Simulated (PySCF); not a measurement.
Aza analogues, thiophene 1N. Isolated molecules, 0 K electronic values unless said otherwise. Strings in code marks are SMILES.

The HOMO from two functionals at the same geometries (PBE0-D4/def2-TZVP), both in PySCF: PBE-D3(BJ)/def2-TZVP and PBE0-D4/def2-TZVP. 

```json
[
 {"species": "`c1ccsc1`", "PBE-D3(BJ)/def2-TZVP (eV)": "-5.86", "PBE0-D4/def2-TZVP (eV)": "-6.89"},
 {"species": "`c1cscn1`", "PBE-D3(BJ)/def2-TZVP (eV)": "-6.32", "PBE0-D4/def2-TZVP (eV)": "-7.35"},
 {"species": "`c1nscc1`", "PBE-D3(BJ)/def2-TZVP (eV)": "-6.53", "PBE0-D4/def2-TZVP (eV)": "-7.57"}
]
```

Over these rows, drawn at random from the members with no instability flagged (it was tested for open shells, ions and some series alone), PBE minus PBE0-D4: mean +1.03 eV, from +1.03 eV to +1.04 eV.
